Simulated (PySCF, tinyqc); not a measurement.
Inside a calculation. Method: coupled-perturbed Hartree-Fock on RHF in the sto-6g basis, for LiH, spin multiplicity 1. The lowest restricted solution is unstable here: a spin-polarised one lies 0.0222 hartree lower (PySCF). One step of it, computed by the program tinyqc.

Question. Coupled step 2. U_ai = -(mu_ai + sum_bj [4 (ai|bj) - (ab|ij) - (aj|bi)] U_bj) / (e_a - e_i); alpha = -4 sum U_ai mu_ai.

U after step 1:
```
          i1         i2
a3  0.065568   4.454436
a4  0.000000   0.000000
a5  0.000000   0.000000
a6  0.052680  -1.705801
```

dipole integrals <a|z|i> (bohr):
```
           i1         i2
a3  -0.122477  -1.008770
a4   0.000000   0.000000
a5   0.000000   0.000000
a6  -0.145361   1.252594
```

orbital energies (hartree): MO1 -2.414702, MO2 -0.213436, MO3 0.066049, MO4 0.155150, MO5 0.155150, MO6 0.325078

Two-electron integrals over orbitals (pq|rs), unique and non-zero (hartree):
```
(11|11) 1.665537    (21|11) -0.097466   (21|21) 0.009980    (22|11) 0.294777
(22|21) 0.001792    (22|22) 0.435569    (31|11) -0.145685   (31|21) 0.011319
(31|22) -0.009476   (31|31) 0.023229    (32|11) 0.039905    (32|21) -0.002522
(32|22) -0.066147   (32|31) -0.000817   (32|32) 0.028302    (33|11) 0.390614
(33|21) -0.008226   (33|22) 0.210461    (33|31) 0.000223    (33|32) 0.017603
(33|33) 0.321743    (41|41) 0.010028    (42|41) 0.007178    (42|42) 0.020392
(43|41) 0.010437    (43|42) 0.021133    (43|43) 0.041654    (44|11) 0.396974
(44|21) -0.003213   (44|22) 0.232487    (44|31) -0.004805   (44|32) 0.019649
(44|33) 0.277728    (44|44) 0.313125    (51|51) 0.010028    (52|51) 0.007178
(52|52) 0.020392    (53|51) 0.010437    (53|52) 0.021133    (53|53) 0.041654
(54|54) 0.016875    (55|11) 0.396974    (55|21) -0.003213   (55|22) 0.232487
(55|31) -0.004805   (55|32) 0.019649    (55|33) 0.277728    (55|44) 0.279374
(55|55) 0.313125    (61|11) 0.067965    (61|21) -0.009013   (61|22) -0.006727
(61|31) -0.004816   (61|32) 0.002890    (61|33) 0.011662    (61|44) 0.001578
(61|55) 0.001578    (61|61) 0.010976    (62|11) -0.090055   (62|21) 0.000857
(62|22) 0.105283    (62|31) 0.004868    (62|32) -0.052267   (62|33) -0.017607
(62|44) -0.044140   (62|55) -0.044140   (62|61) 0.001750    (62|62) 0.133897
(63|11) 0.026505    (63|21) -0.001908   (63|22) -0.063825   (63|31) 0.004099
(63|32) 0.023529    (63|33) 0.037428    (63|44) 0.011675    (63|55) 0.011675
(63|61) 0.004627    (63|62) -0.043703   (63|63) 0.036170    (64|41) -0.005391
(64|42) -0.017333   (64|43) -0.010743   (64|64) 0.018505    (65|51) -0.005391
(65|52) -0.017333   (65|53) -0.010743   (65|65) 0.018505    (66|11) 0.347753
(66|21) 0.000398    (66|22) 0.401869    (66|31) -0.009937   (66|32) -0.049430
(66|33) 0.239167    (66|44) 0.253880    (66|55) 0.253880    (66|61) -0.005350
(66|62) 0.078442    (66|63) -0.046227   (66|66) 0.392922
```

Give: U after step 2; polarisability.

Answer.

U after step 2:
```
        i1       i2
a3  0.0611   5.0401
a4  0.0000   0.0000
a5  0.0000   0.0000
a6  0.0491  -1.5603
```

polarisability = 28.2130 bohr^3
